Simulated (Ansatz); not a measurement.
Born–Oppenheimer molecular dynamics of C$_{3}$H$_{3}$ClO (8 atoms, charge 0, multiplicity 1). It starts from a relaxed structure.

Theory: RKS PBE-D4/6-31G* in Ansatz 0.2.0.

```
ensemble        : NVT, Langevin thermostat
time step       : 0.5 fs
steps asked     : 150
set temperature : 100 K
friction        : 0.005 /fs
seed            : 956213
```

Frames 5 fs apart, positions in Å.

Velocities at 5.0 fs (Å/ps):

```
C 1.17 1.48 1.88
C -1.20 2.44 0.56
C -0.55 1.89 -1.42
O 0.79 0.32 -0.47
Cl 0.55 -1.71 -1.44
H -4.33 -0.59 1.38
H -6.69 5.18 0.65
H -6.98 0.61 6.33
```

```xyz
8
Properties=species:S:1:pos:R:3 time_fs=5.0 energy_less_start_eV=0.050 T=32
C -0.497 1.653 -0.024
C -0.167 0.398 -0.022
C 0.149 -0.863 -0.009
O 1.162 -1.421 0.757
Cl -0.809 -2.090 -0.909
H -0.191 2.369 -0.801
H -1.171 2.114 0.702
H 1.550 -2.173 0.269
8
Properties=species:S:1:pos:R:3 time_fs=10.0 energy_less_start_eV=0.026 T=67
C -0.499 1.673 -0.014
C -0.170 0.406 -0.019
C 0.156 -0.866 -0.012
O 1.158 -1.413 0.755
Cl -0.805 -2.099 -0.918
H -0.185 2.357 -0.813
H -1.200 2.114 0.723
H 1.519 -2.194 0.265
8
Properties=species:S:1:pos:R:3 time_fs=15.0 energy_less_start_eV=0.062 T=40
C -0.509 1.702 -0.004
C -0.171 0.409 -0.016
C 0.165 -0.881 -0.009
O 1.147 -1.404 0.750
Cl -0.800 -2.107 -0.925
H -0.163 2.353 -0.829
H -1.186 2.093 0.758
H 1.483 -2.178 0.271
8
Properties=species:S:1:pos:R:3 time_fs=20.0 energy_less_start_eV=0.042 T=57
C -0.513 1.703 -0.002
C -0.172 0.413 -0.012
C 0.157 -0.872 -0.008
O 1.138 -1.400 0.749
Cl -0.793 -2.111 -0.932
H -0.166 2.391 -0.777
H -1.153 2.116 0.797
H 1.499 -2.187 0.266
8
Properties=species:S:1:pos:R:3 time_fs=25.0 energy_less_start_eV=0.060 T=53
C -0.514 1.683 0.000
C -0.177 0.422 -0.014
C 0.134 -0.852 -0.017
O 1.136 -1.402 0.749
Cl -0.786 -2.112 -0.938
H -0.168 2.459 -0.721
H -1.108 2.134 0.810
H 1.515 -2.166 0.282
8
Properties=species:S:1:pos:R:3 time_fs=30.0 energy_less_start_eV=0.063 T=47
C -0.511 1.686 0.007
C -0.188 0.427 -0.019
C 0.118 -0.847 -0.021
O 1.130 -1.398 0.750
Cl -0.779 -2.107 -0.945
H -0.150 2.441 -0.684
H -1.091 2.108 0.839
H 1.521 -2.165 0.262
8
Properties=species:S:1:pos:R:3 time_fs=35.0 energy_less_start_eV=0.043 T=67
C -0.513 1.706 0.027
C -0.197 0.420 -0.029
C 0.118 -0.864 -0.020
O 1.119 -1.393 0.751
Cl -0.773 -2.099 -0.951
H -0.102 2.423 -0.723
H -1.117 2.067 0.867
H 1.495 -2.125 0.229
8
Properties=species:S:1:pos:R:3 time_fs=40.0 energy_less_start_eV=0.054 T=56
C -0.506 1.712 0.046
C -0.209 0.412 -0.039
C 0.122 -0.871 -0.017
O 1.108 -1.384 0.749
Cl -0.768 -2.091 -0.957
H -0.118 2.398 -0.689
H -1.160 2.080 0.853
H 1.515 -2.103 0.203
8
Properties=species:S:1:pos:R:3 time_fs=45.0 energy_less_start_eV=0.037 T=71
C -0.499 1.692 0.068
C -0.221 0.413 -0.049
C 0.116 -0.859 -0.018
O 1.106 -1.380 0.747
Cl -0.764 -2.083 -0.965
H -0.134 2.456 -0.670
H -1.185 2.108 0.813
H 1.558 -2.077 0.229
8
Properties=species:S:1:pos:R:3 time_fs=50.0 energy_less_start_eV=0.072 T=52
C -0.492 1.680 0.080
C -0.231 0.414 -0.061
C 0.109 -0.845 -0.023
O 1.108 -1.375 0.748
Cl -0.760 -2.073 -0.973
H -0.137 2.442 -0.602
H -1.206 2.098 0.812
H 1.611 -2.058 0.251
8
Properties=species:S:1:pos:R:3 time_fs=55.0 energy_less_start_eV=0.040 T=77
C -0.496 1.685 0.086
C -0.235 0.412 -0.067
C 0.111 -0.851 -0.029
O 1.108 -1.365 0.751
Cl -0.758 -2.063 -0.984
H -0.077 2.455 -0.600
H -1.195 2.030 0.856
H 1.623 -2.022 0.234
8
Properties=species:S:1:pos:R:3 time_fs=60.0 energy_less_start_eV=0.062 T=58
C -0.502 1.696 0.088
C -0.231 0.410 -0.067
C 0.115 -0.866 -0.038
O 1.105 -1.356 0.754
Cl -0.757 -2.051 -0.994
H -0.046 2.440 -0.566
H -1.171 1.986 0.917
H 1.603 -1.986 0.190
```

Of the whole run (75 fs, mean temperature of the second half 62 K): The mean temperature of the second half is 38 % below the set value. A run of 0.075 ps of so small a system gives no equilibrium averages.

The run took 2.8 min on 1 thread of Intel(R) Xeon(R) Platinum 8488C (Sapphire Rapids) (shared host), peak memory 0.13 GiB.
